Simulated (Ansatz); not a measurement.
`C[S][AlH2]` and `C[O][AlH2]` differ in one element.

Ansatz, PBE0-D4/def2-TZVP geometries, multiplicity 1. 

```json
{"property": "LUMO energy (ωB97M-V/def2-TZVPP) / eV", "`C[S][AlH2]`": "0.34"}
{"property": "HOMO energy (PBE/def2-TZVPP) / eV", "`C[S][AlH2]`": "-6.09"}
{"property": "HOMO–LUMO gap (ωB97M-V/def2-TZVPP) / eV", "`C[S][AlH2]`": "9.72"}
{"property": "LUMO energy (B3LYP/def2-TZVPP) / eV", "`C[S][AlH2]`": "-1.47"}
{"property": "HOMO energy (B3LYP/def2-TZVPP) / eV", "`C[S][AlH2]`": "-6.98"}
{"property": "LUMO energy (PBE0/def2-TZVPP) / eV", "`C[S][AlH2]`": "-1.28"}
```

(1) Give the same properties after the change, and the shifts. (An estimate is asked.)

Answers

(1) Ansatz gave: 
```json
{"property": "LUMO energy (ωB97M-V/def2-TZVPP) / eV", "`C[O][AlH2]`": "0.61", "shift": "0.27"}
{"property": "HOMO energy (PBE/def2-TZVPP) / eV", "`C[O][AlH2]`": "-6.62", "shift": "-0.53"}
{"property": "HOMO–LUMO gap (ωB97M-V/def2-TZVPP) / eV", "`C[O][AlH2]`": "10.99", "shift": "1.27"}
{"property": "LUMO energy (B3LYP/def2-TZVPP) / eV", "`C[O][AlH2]`": "-1.19", "shift": "0.28"}
{"property": "HOMO energy (B3LYP/def2-TZVPP) / eV", "`C[O][AlH2]`": "-7.87", "shift": "-0.89"}
{"property": "LUMO energy (PBE0/def2-TZVPP) / eV", "`C[O][AlH2]`": "-0.97", "shift": "0.31"}
```

With PBE0 the HOMO falls by 0.86 eV and the LUMO rises by 0.31 eV, so the gap widens by about 1.17 eV. PBE moves the HOMO by -0.53 eV and ωB97M-V by -1.00 eV.

B3LYP here is the variant with VWN-RPA as its local correlation; programs differ in this.
